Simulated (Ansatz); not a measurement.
Molecule: NH, net charge 0, triplet state. 
Coordinates optimised at B3LYP-D3(BJ)/def2-TZVP (Ansatz, a first-principles code):
```xyz
2

N      0.0000     0.0000    -0.1302
H      0.0000     0.0000     0.9116
```
Charge 0, spin multiplicity 3.

Basis-set convergence of Hartree-Fock and CCSD correlation energies (hartree) with Ansatz. Cores are frozen in the correlated levels unless marked. UHF or UKS for open shells. No spin-orbit coupling. No relativistic terms.

| basis | functions | E(HF) | E(corr, CCSD) |
|---|---|---|---|
| def2-SVP | 19 | -54.91446 | -0.12236 |
| def2-TZVPP | 45 | -54.98350 | -0.15521 |
| def2-QZVPP | 87 | -54.98583 | -0.16470 |

Extrapolating the two largest sets (X = 3 and 4) as X^-3: E(corr) = (64·(-0.16470) - 27·(-0.15521))/37 = -0.1716 Eh, an estimate of the basis-set limit. The largest set recovers 96.0 % of it, the smallest 71.3 %.
